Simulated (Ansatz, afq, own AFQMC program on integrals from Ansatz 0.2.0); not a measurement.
Two steps: Ansatz 0.2.0 writes the Fock matrix and Cholesky factors of the valence space, and afq projects on them the lowest state that overlaps trial and start.

```yaml
crystal:
  periodic: [false, false, false]
  atoms:
    - {symbol: Na, position_ang: [0.000000, 0.000000, 0.000000]}
    - {symbol: H, position_ang: [0.000000, 0.000000, -2.065760]}
    - {symbol: H, position_ang: [0.000000, 0.000000, 2.065760]}
basis:
  gaussian: {orbitals: aug-cc-pVDZ}
total_charge: -1
magnetization: {spin_polarized: false, initial_magnetization: 2}
correlation: {method: ccsd_t, electrons: outside_noble_gas, hamiltonian_folder: ham}
```

```sh
$ ansatz run in.yaml --threads 1 --pin off --events-out ev --progress --plain --max-ram 1843MiB
```

Options of the walk:

```
--method phaseless --trial cisd --walkers 60 --populations 1 --least-time 40 --time-step 0.005 --steps-per-block 50 --equilibration-blocks 28 --max-blocks 300 --target-error 0.00024 --factor-cut 1e-05 --start spin_pure --seed 6912 --release-times 0.24,0.51,0.99,1.62,2.4 --release-step 0.03 --release-every 4 --taylor-order 6
```

Times are imaginary, in 1/Eh. The walk had a cap of 893 s.

Output of the walk:

```
orbitals 40  electrons 3 1  factors 279 of 419
reference energy -162.84308173 Eh
CCSD correlation -0.06830549 Eh in 14 cycles, weight of the determinant in the CISD state 0.8494
energy of the start -162.911387 Eh
 block  time / (1/Eh)  mean weight  energy / Eh
     1     0.250  1.0002  -162.911388
     2     0.500  0.9996  -162.911644
     3     0.750  1.0006  -162.911903
     4     1.000  1.0002  -162.911683
     5     1.250  0.9996  -162.911629
     8     2.000  0.9999  -162.912254
    13     3.250  1.0002  -162.913010
    25     6.250  0.9996  -162.912075
    37     9.250  0.9991  -162.913012
    49    12.250  1.0003  -162.912908
    61    15.250  1.0002  -162.913262
    73    18.250  1.0014  -162.912675
    85    21.250  0.9986  -162.912991
    97    24.250  0.9992  -162.914104
   109    27.250  1.0003  -162.912402
   121    30.250  1.0004  -162.911326
   133    33.250  1.0021  -162.913624
   137    34.250  1.0023  -162.914707
   145    36.250  1.0009  -162.913196
   157    39.250  0.9998  -162.913185
   169    42.250  1.0009  -162.913743
   181    45.250  0.9989  -162.912000
   185    46.250  0.9997  -162.912356
blocks merged  error / Eh  count
     1  0.000066  160
     2  0.000084  80
     4  0.000109  40
     8  0.000132  20
    16  0.000161  10
released: time / (1/Eh)  energy / Eh  error  mean overlap
  0.24  -162.913006  0.000157  0.9937
  0.51  -162.913051  0.000150  0.9852
  0.99  -162.913139  0.000176  0.9875
  1.62  -162.913099  0.000205  0.9962
  2.40  -162.913281  0.000145  1.0044
energy -162.912844 +/- 0.000132 Eh
(rows thinned)
```

The run passed its tests (sampling time, drift between the halves within three errors, error under three times the target), which doesn't prove that it has relaxed. The second half of the sampling lies above the first by 1.9 errors of their difference, so the energy may still be moving and its error bar be too small.

Against this walk (error 3.6 meV) on the same determinant: CCSD(T) 25.3 meV lower, CCSDT(Q) 69.2 meV lower, full CI 68.9 meV lower. The error is statistical and leaves out the bias of the constraint. Released to 2.40 1/Eh the energy lies 12 ± 5 meV (both errors) below the phaseless value, which shows part or all of the bias of the constraint, and full CI lies 57.0 meV below the released value. Full CI is exact here, so the walk's 69 meV above it is the walk's own error: the bias of the constraint with this trial, or a walk that hasn't relaxed. The determinant is a poor start (see the cautions), so the low cluster orders aren't to be relied on, and full CI is the sure value.

Cautions: constraint bias not in the error; another spin lies lower (by 2.76 eV); at this level and basis the anion state lies above a neutral one; a spin-contaminated unrestricted determinant lies lower (UHF 664 meV lower, ⟨S²⟩ 2.24); the search met a lower determinant of the same kind, perhaps of another symmetry (876 meV lower), and this one is a saddle point; strong correlation (T1 0.073, weight of the determinant 0.85, largest double 0.16); the CCSD(T) amplitudes may be one of several solutions (largest double 0.16); the CCSDT(Q) amplitudes may be one of several solutions (largest double 0.32); the released energy hasn't reached full CI (57 meV above it at 2.40 1/Eh); the bias of populations of 60 walkers isn't removed.

The walk took 2.4 min on 1 thread of Arm Neoverse V2 (shared host). The log's last line is the phaseless energy.

CCSDT and higher add their correlation energy to the determinant of the CCSD(T) run, since their own runs factorise the integrals more tightly (a shift of under 2 meV). A walk keeps the symmetry of its determinant, which the program's search chose and which needn't be the lowest solution, so a lower state of the same spin and another symmetry isn't excluded.
